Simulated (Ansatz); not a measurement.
**CHAl2+ (triplet): wave-function methods side by side, cc-pVDZ**

How much of the correlation energy of CHAl2+ (triplet) does each wave-function method recover here?

Method: cc-pVDZ, core rule «outside noble gas», up to 11 orbitals frozen; program: Ansatz 0.2.0, Gaussian basis.

Plan: UHF; CCSD(T) on ROHF; CCSD(T) on UHF; BCCD(T) on ROHF; CISD; CCSDT(Q) on ROHF; CCSDT(Q) on UHF; CASSCF and NEVPT2, 10 electrons in 10 orbitals.

28 further runs of the same task are left out: 16 that didn't finish, 12 set aside as unsound or not needed.

### 1 What is computed

The geometry is a PBE0/def2-TZVP stationary point (not a proven minimum) of the parent state, kept for this charge and spin.

4 atoms, charge 1, spin multiplicity 3.

Atoms are counted from 1 here; the program's logs count them from 0.

Bond lengths: Al1–Al2 2.655 Å, Al1–H4 1.829 Å, Al2–C3 1.943 Å, Al2–H4 1.900 Å. Angles: Al2–Al1–H4 45.7°, Al1–Al2–C3 150.5°, Al1–Al2–H4 43.5°, C3–Al2–H4 106.9°, Al1–H4–Al2 90.8°.

As a file:

```xyz
4
CHAl2
Al    0.0000    0.0958    1.8751
Al    0.0000   -0.3094   -0.7484
C     0.0000    0.3797   -2.5656
H     0.0000    1.1941    0.4124
```

In the tables R marks a restricted open-shell determinant and U an unrestricted one; 'frontier' is the active space of 10 electrons in 10 orbitals; energies count from the table's Hartree-Fock row.

### 2 UHF

The input, in.yaml:

```yaml
crystal:
  periodic: [false, false, false]
  atoms:
    - {symbol: Al, position_ang: [0.000000, 0.095787, 1.875075]}
    - {symbol: Al, position_ang: [0.000000, -0.309421, -0.748437]}
    - {symbol: C, position_ang: [0.000000, 0.379708, -2.565554]}
    - {symbol: H, position_ang: [0.000000, 1.194137, 0.412395]}
basis:
  gaussian: {orbitals: cc-pVDZ}
total_charge: 1
magnetization: {spin_polarized: true, initial_magnetization: 2}
hamiltonian: {xc: hf}
output: {orbitals: {seedname: orbitals}}
```

Launch:

```console
$ ansatz run in.yaml --threads 1 --pin off --events-out ev --progress --plain --max-ram 2393MiB
```

Log:

```text
Functional definition: HF
  name "HF"
  cite "Fock, Z. Phys. 61, 126 (1930) doi:10.1007/BF01340294"
  parent pbe
  exchange = exact_x
  correlation = 0
539 factors; integrals over basis functions are off by at most 1.2e-3 eV
mean field evaluation 1: about -14191.5505 eV, gradient 2.6e1 eV
mean field evaluation 2: about -14191.5539 eV, gradient 2.6e1 eV
mean field evaluation 4: about -14198.5225 eV, gradient 4.2e0 eV
mean field evaluation 8: about -14199.0815 eV, gradient 1.5e0 eV
mean field evaluation 16: about -14200.5472 eV, gradient 3.2e-3 eV
mean field evaluation 32: about -14200.5472 eV, gradient 5.1e-5 eV
mean field evaluation 64: about -14197.1050 eV, gradient 6.2e0 eV
mean field evaluation 96: about -14199.7655 eV, gradient 2.4e0 eV
mean field evaluation 128: about -14197.1354 eV, gradient 1.2e0 eV
mean field evaluation 160: about -14195.0352 eV, gradient 5.6e0 eV
mean field evaluation 192: about -14195.5557 eV, gradient 2.9e0 eV
mean field evaluation 224: about -14197.9323 eV, gradient 2.4e0 eV
mean field evaluation 256: about -14199.0845 eV, gradient 6.0e-1 eV
mean field evaluation 288: about -14199.3666 eV, gradient 1.1e0 eV
mean field evaluation 320: about -14198.9770 eV, gradient 3.4e-5 eV
mean field evaluation 352: about -14199.4969 eV, gradient 5.7e-1 eV
mean field -14200.54715394 eV, -521.8604824308 hartree, gradient 2.1e-5 eV, S^2 3.032686; 11 other end points of the search recorded, 0 dependent functions left out
reference -14200.54715394 eV, -521.8604824308 hartree; 17, 15 occupied and 38, 40 virtual orbitals, 539 factors
Total energy: -14200.54715394 eV, -521.8604824308 hartree
```

Wall time 28 s (1 thread of Intel Xeon at 2.50GHz, shared host).

From the report: ⟨S²⟩ of the determinant 3.033 (pure triplet: 2.00). The determinant is far from a pure spin state, so its energy mixes those of several spin states (harmless only where they are near-degenerate, as at dissociation).

### 3 CCSD(T) on ROHF

in.yaml, as its differences from that of step 2:

```diff
@@ -10,4 +10,3 @@
 total_charge: 1
-magnetization: {spin_polarized: true, initial_magnetization: 2}
-hamiltonian: {xc: hf}
-output: {orbitals: {seedname: orbitals}}
+magnetization: {spin_polarized: false, initial_magnetization: 2}
+correlation: {method: ccsd_t, electrons: outside_noble_gas}
```

The command is unchanged.

Log, shortened:

```text
Functional definition: HF
  name "HF"
  cite "Fock, Z. Phys. 61, 126 (1930) doi:10.1007/BF01340294"
  parent pbe
[...]
539 factors; integrals over basis functions are off by at most 1.2e-3 eV
[...]
mean field -14199.02271067 eV, -521.8044601739 hartree, gradient 2.3e-6 eV, S^2 2.000000; 22 other end points of the search recorded, 0 dependent functions left out
[...]
determinant -14199.02271067 eV, -521.8044601739 hartree, with singles and doubles -14205.37999064 eV, -522.0380859036 hartree
determinant -14198.85362397 eV, -521.7982463521 hartree, with singles and doubles -14204.90029710 eV, -522.0204574912 hartree
determinant -14198.76332325 eV, -521.7949278619 hartree, with singles and doubles -14205.06021668 eV, -522.0263344272 hartree
determinant -14198.60620232 eV, -521.7891537745 hartree, with singles and doubles -14204.55364621 eV, -522.0077183061 hartree
[...]
determinant -14199.02271067 eV, -521.8044601739 hartree, with singles and doubles -14205.47143583 eV, -522.0414464524 hartree
determinant -14198.85362397 eV, -521.7982463521 hartree, with singles and doubles -14204.79260533 eV, -522.0164998917 hartree
determinant -14198.76332325 eV, -521.7949278619 hartree, with singles and doubles -14205.37550583 eV, -522.0379210899 hartree
unrestricted determinant -14200.54715394 eV, -521.8604824308 hartree, S^2 3.0327
11 core orbitals not correlated: weight in the atoms' cores, before any rotation towards them, 1.000 or more for the frozen orbitals, at most 0.000 for the correlated occupied ones
reference -14199.02271067 eV, -521.8044601739 hartree; 6, 4 occupied and 38, 40 virtual orbitals, 539 factors
second order -4.71277180 eV of doubles, -0.08882949 eV of singles
cycle   1  -6.44872835 eV  change   -3.2e-6 eV  update   4.8e-6
cycle   2  -6.44872951 eV  change   -1.2e-6 eV  update   4.1e-6
perturbative correction -0.36374165 eV, -0.0133672590 hartree
Total energy: -14205.83518183 eV, -522.0548138714 hartree
```

Run time: 2 min. Hardware: 1 thread of Intel Xeon at 2.50GHz, shared host.

From the report: correlation -6.8125 eV; T1 0.122; largest double amplitude 0.18.

### 4 CCSD(T) on UHF

in.yaml, as its differences from that of step 3:

```diff
@@ -10,3 +10,3 @@
 total_charge: 1
-magnetization: {spin_polarized: false, initial_magnetization: 2}
+magnetization: {spin_polarized: true, initial_magnetization: 2}
 correlation: {method: ccsd_t, electrons: outside_noble_gas}
```

Same command.

Log, shortened:

```text
Functional definition: HF
  name "HF"
  cite "Fock, Z. Phys. 61, 126 (1930) doi:10.1007/BF01340294"
  parent pbe
[...]
539 factors; integrals over basis functions are off by at most 1.2e-3 eV
[...]
mean field -14200.54715394 eV, -521.8604824308 hartree, gradient 2.2e-6 eV, S^2 3.032686; 18 other end points of the search recorded, 0 dependent functions left out
determinant -14200.54715394 eV, -521.8604824308 hartree, with singles and doubles -14205.52263883 eV, -522.0433281280 hartree
determinant -14199.77405471 eV, -521.8320715580 hartree, with singles and doubles -14205.11034289 eV, -522.0281765314 hartree
determinant -14199.47269560 eV, -521.8209968150 hartree, with singles and doubles -14204.71968015 eV, -522.0138199408 hartree
determinant -14199.41998791 eV, -521.8190598433 hartree, with singles and doubles -14204.51403940 eV, -522.0062627825 hartree
[...]
determinant -14200.54715394 eV, -521.8604824308 hartree, with singles and doubles -14205.55607209 eV, -522.0445567775 hartree
determinant -14199.77405471 eV, -521.8320715580 hartree, with singles and doubles -14205.20417539 eV, -522.0316248123 hartree
determinant -14199.19810476 eV, -521.8109057878 hartree, with singles and doubles -14205.33562746 eV, -522.0364555868 hartree
11 core orbitals not correlated: weight in the atoms' cores, before any rotation towards them, 1.000 or more for the frozen orbitals, at most 0.000 for the correlated occupied ones
reference -14200.54715394 eV, -521.8604824308 hartree; 6, 4 occupied and 38, 40 virtual orbitals, 539 factors
second order -3.65560985 eV of doubles, -0.00000000 eV of singles
cycle   1  -5.00891629 eV  change    1.9e-6 eV  update   4.8e-6
cycle   2  -5.00891307 eV  change    3.2e-6 eV  update   4.2e-6
perturbative correction -0.20160642 eV, -0.0074088993 hartree
Total energy: -14205.75767343 eV, -522.0519654903 hartree
```

Run time: 58 s. Hardware: 1 thread of Intel Xeon at 2.50GHz, shared host.

From the report: ⟨S²⟩ of the determinant 3.033 (pure triplet: 2.00); correlation -5.2105 eV; T1 0.068; largest double amplitude 0.06. The determinant is far from a pure spin state, so its energy mixes those of several spin states (harmless only where they are near-degenerate, as at dissociation).

### 5 BCCD(T) on ROHF

in.yaml, as its differences from that of step 4:

```diff
@@ -10,3 +10,3 @@
 total_charge: 1
-magnetization: {spin_polarized: true, initial_magnetization: 2}
-correlation: {method: ccsd_t, electrons: outside_noble_gas}
+magnetization: {spin_polarized: false, initial_magnetization: 2}
+correlation: {method: bccd_t, electrons: outside_noble_gas}
```

Launched as before.

Log, shortened:

```text
Functional definition: HF
  name "HF"
  cite "Fock, Z. Phys. 61, 126 (1930) doi:10.1007/BF01340294"
  parent pbe
[...]
539 factors; integrals over basis functions are off by at most 1.2e-3 eV
[...]
mean field -14199.02271067 eV, -521.8044601739 hartree, gradient 2.3e-6 eV, S^2 2.000000; 22 other end points of the search recorded, 0 dependent functions left out
[...]
determinant -14199.02271067 eV, -521.8044601739 hartree, with singles and doubles -14205.37999064 eV, -522.0380859036 hartree
determinant -14198.85362397 eV, -521.7982463521 hartree, with singles and doubles -14204.90029710 eV, -522.0204574912 hartree
determinant -14198.76332325 eV, -521.7949278619 hartree, with singles and doubles -14205.06021668 eV, -522.0263344272 hartree
determinant -14198.60620232 eV, -521.7891537745 hartree, with singles and doubles -14204.55364621 eV, -522.0077183061 hartree
[...]
determinant -14199.02271067 eV, -521.8044601739 hartree, with singles and doubles -14205.47143583 eV, -522.0414464524 hartree
determinant -14198.85362397 eV, -521.7982463521 hartree, with singles and doubles -14204.79260533 eV, -522.0164998917 hartree
determinant -14198.76332325 eV, -521.7949278619 hartree, with singles and doubles -14205.37550583 eV, -522.0379210899 hartree
unrestricted determinant -14200.54715394 eV, -521.8604824308 hartree, S^2 3.0327
11 core orbitals not correlated: weight in the atoms' cores, before any rotation towards them, 1.000 or more for the frozen orbitals, at most 0.000 for the correlated occupied ones
reference -14199.02271067 eV, -521.8044601739 hartree; 6, 4 occupied and 38, 40 virtual orbitals, 539 factors
second order -4.71277180 eV of doubles, -0.08882949 eV of singles
cycle   1  -6.41536396 eV  change    3.3e-2 eV  update   1.1e-1
[...]
cycle  25  -6.52540513 eV  change   -5.2e-6 eV  update   1.0e-5
perturbative correction -0.23634612 eV, -0.0086855596 hartree
Total energy: -14205.78446192 eV, -522.0529499489 hartree
```

Wall time 79 s (1 thread of Intel Xeon at 2.50GHz, shared host).

From the report: correlation -6.7618 eV; largest double amplitude 0.07.

### 6 CISD

in.yaml, as its differences from that of step 5:

```diff
@@ -11,2 +11,2 @@
 magnetization: {spin_polarized: false, initial_magnetization: 2}
-correlation: {method: bccd_t, electrons: outside_noble_gas}
+correlation: {active_space: {ras: {orbitals: [4, 2, 38], electrons: 10, max_holes: 2, max_particles: 2}, fixed_orbitals: true}}
```

Same command.

Log, shortened:

```text
Functional definition: HF
  name "HF"
  cite "Fock, Z. Phys. 61, 126 (1930) doi:10.1007/BF01340294"
  parent pbe
[...]
539 factors; integrals over basis functions are off by at most 1.2e-3 eV
[...]
mean field -14199.02271067 eV, -521.8044601739 hartree, gradient 2.3e-6 eV, S^2 2.000000; 15 other end points of the search recorded, 0 dependent functions left out
reference -14199.02271067 eV, -521.8044601739 hartree; 17, 15 occupied and 38, 40 virtual orbitals, 539 factors
state -14204.62460345 eV, -522.0103259364 hartree
Total energy: -14204.62460345 eV, -522.0103259364 hartree
```

Run time: 25 s. Hardware: 1 thread of Intel Xeon at 2.50GHz, shared host.

From the report: 105,806 determinants.

### 7 CCSDT(Q) on ROHF

in.yaml, as its differences from that of step 6:

```diff
@@ -11,2 +11,2 @@
 magnetization: {spin_polarized: false, initial_magnetization: 2}
-correlation: {active_space: {ras: {orbitals: [4, 2, 38], electrons: 10, max_holes: 2, max_particles: 2}, fixed_orbitals: true}}
+correlation: {method: ccsdt_q, electrons: outside_noble_gas}
```

Launched as before.

Log, shortened:

```text
Functional definition: HF
  name "HF"
  cite "Fock, Z. Phys. 61, 126 (1930) doi:10.1007/BF01340294"
  parent pbe
[...]
1047 factors; integrals over basis functions are off by at most 1.7e-7 eV
[...]
mean field -14199.02276443 eV, -521.8044621494 hartree, gradient 2.3e-6 eV, S^2 2.000000; 22 other end points of the search recorded, 0 dependent functions left out
[...]
determinant -14199.02276443 eV, -521.8044621494 hartree, with singles and doubles -14205.38006172 eV, -522.0380885160 hartree
determinant -14198.85367952 eV, -521.7982483936 hartree, with singles and doubles -14204.90036861 eV, -522.0204601192 hartree
determinant -14198.76337827 eV, -521.7949298838 hartree, with singles and doubles -14205.06028975 eV, -522.0263371128 hartree
determinant -14198.60625639 eV, -521.7891557615 hartree, with singles and doubles -14204.55371836 eV, -522.0077209573 hartree
[...]
determinant -14199.02276443 eV, -521.8044621494 hartree, with singles and doubles -14205.47150628 eV, -522.0414490413 hartree
determinant -14198.85367952 eV, -521.7982483936 hartree, with singles and doubles -14204.79268054 eV, -522.0165026555 hartree
determinant -14198.76337827 eV, -521.7949298838 hartree, with singles and doubles -14205.37557633 eV, -522.0379236809 hartree
unrestricted determinant -14200.54721334 eV, -521.8604846137 hartree, S^2 3.0327
11 core orbitals not correlated: weight in the atoms' cores, before any rotation towards them, 1.000 or more for the frozen orbitals, at most 0.000 for the correlated occupied ones
reference -14199.02276443 eV, -521.8044621494 hartree; 6, 4 occupied and 38, 40 virtual orbitals, 1047 factors
second order -4.71282296 eV of doubles, -0.08882992 eV of singles
cycle   1  -5.65349869 eV  change   -8.5e-1 eV  update   1.5e-1
[...]
cycle  52  -6.87784188 eV  change    6.3e-8 eV  update   6.0e-7
perturbative correction -0.04398820 eV, -0.0016165366 hartree
Total energy: -14205.94459451 eV, -522.0588347131 hartree
```

Wall time 3.8 min (1 thread of Intel Xeon at 2.50GHz, shared host); peak memory 0.49 GiB.

From the report: correlation -6.9218 eV; T1 0.110; largest double amplitude 0.25.

### 8 CCSDT(Q) on UHF

in.yaml, as its differences from that of step 7:

```diff
@@ -10,3 +10,3 @@
 total_charge: 1
-magnetization: {spin_polarized: false, initial_magnetization: 2}
+magnetization: {spin_polarized: true, initial_magnetization: 2}
 correlation: {method: ccsdt_q, electrons: outside_noble_gas}
```

Launched as before.

Log, shortened:

```text
Functional definition: HF
  name "HF"
  cite "Fock, Z. Phys. 61, 126 (1930) doi:10.1007/BF01340294"
  parent pbe
[...]
1047 factors; integrals over basis functions are off by at most 1.7e-7 eV
[...]
mean field -14200.54721334 eV, -521.8604846137 hartree, gradient 2.2e-6 eV, S^2 3.032688; 18 other end points of the search recorded, 0 dependent functions left out
determinant -14200.54721334 eV, -521.8604846137 hartree, with singles and doubles -14205.52270656 eV, -522.0433306171 hartree
determinant -14199.77411370 eV, -521.8320737260 hartree, with singles and doubles -14205.11041343 eV, -522.0281791239 hartree
determinant -14199.47275553 eV, -521.8209990174 hartree, with singles and doubles -14204.71974859 eV, -522.0138224559 hartree
determinant -14199.42004373 eV, -521.8190618944 hartree, with singles and doubles -14204.51410222 eV, -522.0062650911 hartree
[...]
determinant -14200.54721334 eV, -521.8604846137 hartree, with singles and doubles -14205.55614015 eV, -522.0445592787 hartree
determinant -14199.77411370 eV, -521.8320737260 hartree, with singles and doubles -14205.20424645 eV, -522.0316274238 hartree
determinant -14199.19816065 eV, -521.8109078417 hartree, with singles and doubles -14205.33569723 eV, -522.0364581510 hartree
11 core orbitals not correlated: weight in the atoms' cores, before any rotation towards them, 1.000 or more for the frozen orbitals, at most 0.000 for the correlated occupied ones
reference -14200.54721334 eV, -521.8604846137 hartree; 6, 4 occupied and 38, 40 virtual orbitals, 1047 factors
second order -3.65563848 eV of doubles, -0.00000000 eV of singles
cycle   1  -4.40700783 eV  change   -7.5e-1 eV  update   1.0e-1
[...]
cycle  70  -5.34858604 eV  change   -2.4e-7 eV  update   1.4e-7
perturbative correction -0.03814765 eV, -0.0014019003 hartree
Total energy: -14205.93394703 eV, -522.0584434254 hartree
```

Run time: 3.6 min. Hardware: 1 thread of Intel Xeon at 2.50GHz, shared host; peak memory 0.41 GiB.

From the report: ⟨S²⟩ of the determinant 3.033 (pure triplet: 2.00); correlation -5.3867 eV; T1 0.099; largest double amplitude 0.14. The determinant is far from a pure spin state, so its energy mixes those of several spin states (harmless only where they are near-degenerate, as at dissociation).

### 9 CASSCF and NEVPT2, 10 electrons in 10 orbitals

in.yaml, as its differences from that of step 8:

```diff
@@ -10,3 +10,3 @@
 total_charge: 1
-magnetization: {spin_polarized: true, initial_magnetization: 2}
-correlation: {method: ccsdt_q, electrons: outside_noble_gas}
+magnetization: {spin_polarized: false, initial_magnetization: 2}
+correlation: {method: sc_nevpt2, electrons: outside_noble_gas, active_space: {window: {electrons: 10, orbitals: 10}}}
```

Same command.

Log, shortened:

```text
Functional definition: HF
  name "HF"
  cite "Fock, Z. Phys. 61, 126 (1930) doi:10.1007/BF01340294"
  parent pbe
[...]
539 factors; integrals over basis functions are off by at most 1.2e-3 eV
[...]
mean field -14199.02271067 eV, -521.8044601739 hartree, gradient 2.3e-6 eV, S^2 2.000000; 15 other end points of the search recorded, 0 dependent functions left out
reference -14199.02271067 eV, -521.8044601739 hartree; 17, 15 occupied and 38, 40 virtual orbitals, 539 factors
state -14201.87593913 eV, -521.9093143856 hartree
state -14201.87593913 eV, -521.9093143856 hartree; corrected -14204.59814534 eV, -522.0093536189 hartree
state -14201.79952959 eV, -521.9065063868 hartree
state -14201.79952959 eV, -521.9065063868 hartree; corrected -14204.61391908 eV, -522.0099332931 hartree
state -14201.79952959 eV, -521.9065063868 hartree; corrected -14204.61391908 eV, -522.0099332931 hartree
state -14201.84552002 eV, -521.9081965040 hartree
state -14201.84552002 eV, -521.9081965040 hartree; corrected -14204.62985383 eV, -522.0105188843 hartree
state -14201.84552002 eV, -521.9081965040 hartree; corrected -14204.62985383 eV, -522.0105188843 hartree
the orbitals are reached from a further start. From the first start the search ends at -14201.87583729 eV, -521.9093106433 hartree
WARN: the results are in doubt because another end's mean lies 0.030 eV lower, and its corrected mean 0.032 eV higher
Total energy: -14204.62985383 eV, -522.0105188843 hartree
In doubt: another end's mean lies 0.030 eV lower, and its corrected mean 0.032 eV higher
```

Wall time 3.2 min (1 thread of Intel Xeon at 2.50GHz, shared host).

From the report: 31,360 determinants; active occupations 2.00, 1.98, 1.88, 1.54, 1.00, 1.00, 0.47, 0.06, 0.06, 0.02. The program marks this result as in doubt; its last lines say why.

### 10 Misses and costs

No level here is safe as a reference; RCCSDT(Q) serves as a yardstick only. Rows without a time come out of other runs: HF, MP2 and CCSD of CCSD(T), CCSDT of CCSDT(Q), CASSCF and MRCISD of the multireference runs.

Differences are taken before rounding.

| method | energy from the lowest RHF (kcal/mol) | from RCCSDT(Q) (kcal/mol) | time |
| --- | --- | --- | --- |
| RHF | 0.00 | +159.62 |  |
| UHF | -35.15 | +124.47 |  |
| RMP2 | -110.73 | +48.89 |  |
| UMP2 | -119.45 | +40.17 |  |
| CISD | -129.18 | +30.44 | 25 s |
| RCCSD | -148.71 | +10.91 |  |
| UCCSD | -150.66 | +8.96 |  |
| RCCSD(T) | -157.10 | +2.52 | 2 min |
| UCCSD(T) | -155.31 | +4.31 | 58 s |
| BCCD(T) | -155.93 | +3.69 | 79 s |
| RCCSDT | -158.61 | +1.01 |  |
| UCCSDT | -158.50 | +1.13 |  |
| RCCSDT(Q) | -159.62 | 0 | 3.8 min |
| UCCSDT(Q) | -159.38 | +0.25 | 3.6 min |

Among the levels timed on like hardware and quicker than the yardstick, those that no quicker one beats, quickest first: CISD (25 s, +30.44 kcal/mol); UCCSD(T) (58 s, +4.31 kcal/mol); BCCD(T) (79 s, +3.69 kcal/mol); RCCSD(T) (2 min, +2.52 kcal/mol); UCCSDT(Q) (3.6 min, +0.25 kcal/mol).

Left out of the table: CASSCF frontier, NEVPT2 frontier (the active space lost an orbital or holds another state than full CI finds).

### 11 Outcome

```
                      quantity            value
RCCSDT(Q) below the RHF energy       -6.9219 eV
           RMP2 from RCCSDT(Q)  +48.89 kcal/mol
           UMP2 from RCCSDT(Q)  +40.17 kcal/mol
          RCCSD from RCCSDT(Q)  +10.91 kcal/mol
       RCCSD(T) from RCCSDT(Q)   +2.52 kcal/mol
       UCCSD(T) from RCCSDT(Q)   +4.31 kcal/mol
      UCCSDT(Q) from RCCSDT(Q)   +0.25 kcal/mol
                 T1 diagnostic            0.122
```

RCCSD(T) lands +2.52 kcal/mol from the yardstick (1.6 % of the correlation energy). CCSD(T) misses by +2.52 kcal/mol on the restricted determinant and by +4.31 kcal/mol on the unrestricted one; the two need not hold the same state or core. Warnings: spin contamination; large T1 diagnostic.
